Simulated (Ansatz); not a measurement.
Bi₂S₃ (Pnma, No. 62), treated with r²SCAN (plane waves, PAW; Ansatz, a program for electronic structure).

Settings: plane-wave cutoff 560 eV, 4×8×4 k mesh (along the axes of the cell as run), Fermi–Dirac smearing 0.01 eV, scalar-relativistic PAW data made under PBE.

Computed at the level's own relaxed cell.

Task: What does this level give for the band gap and Γ–Γ gap?

Result: 
- band gap = 1.72 eV (on the SCF k mesh)
- Γ–Γ gap = 1.92 eV

Measured, for comparison: band gap 1.3 eV (temperature not stated, no zero-point or thermal correction; as tabulated in Wikipedia's data pages).

Note: the relaxation could not lower the start's symmetry, so the cell can be a saddle point above a distorted one.

Spin–orbit coupling is not included; with these elements it can move the gap by several tenths of an eV or more.

Computed values are for the static lattice.
